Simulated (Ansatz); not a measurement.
A structure relaxed at PBE0-D4/def2-TZVPD in Ansatz, charge -1, doublet:

Cartesian coordinates in Å:
```
Al -1.401 0.365 -0.365
Al 0.342 0.157 1.445
Mg 1.058 -0.522 -1.079
```

Problem. Give its formula and point group.

Solution. MgAl₂⁻ (the lowest doublet isomer of a short search). Point group C2v (tolerance 0.1 Å).

Problem. Summarise the bond lengths by kind (pairs closer than 1.2 times the sum of covalent radii, bridged metal pairs left out).

Solution. 2 × Al–Mg 2.71 Å; 1 × Al–Al 2.52 Å.

The relaxation made no stability test and no search for a lower SCF solution. The structure comes from a short search, and lower isomers may exist.
